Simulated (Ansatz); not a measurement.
Coupled-cluster diagnostics for the cluster Mg₃H₆ (the lowest singlet isomer of a short search), Ansatz.

Geometry of the singlet (r2SCAN-D4/def2-TZVP):

```xyz
9

Mg   -0.3845    1.5517    0.0180
Mg   -1.3236   -0.8281   -0.5363
Mg    1.5599   -0.1258    0.5253
H     1.2565    1.8396    0.6122
H    -2.0687   -2.3044   -0.9369
H    -1.9738    1.0530   -0.5774
H     2.9107   -1.0916    0.8966
H     0.3868    0.0588   -1.0895
H    -0.3633   -0.1533    1.0881
```

Correlated methods freeze 3 core orbitals; core or outer-core shells of Mg are correlated, in sets that lack core-valence functions. The structure comes from a short search, and lower isomers may exist.

(1) Estimate the CCSD(T) correlation energy, the shares of MP2 and (T), T1 and the reference's ⟨S²⟩ for: charge 0, singlet, own geometry in def2-TZVPP; and the rough time on 4 threads of Arm Neoverse V2 on a shared host.

## Answers

(1) 
```json
{"state": "charge 0, singlet, own geometry", "basis": "def2-TZVPP", "correlation (eV)": "-20.217", "MP2 share (%)": "90.8", "(T) share (%)": "1.1", "T1": "0.008", "⟨S²⟩ (pure)": "0.00 (0.00)", "wall time": "52 s"}
```
Customary marks for T1 are 0.02 (closed shells), 0.045 (open shells) and about 0.05 (3d metals). T1 stays under 0.02 throughout.
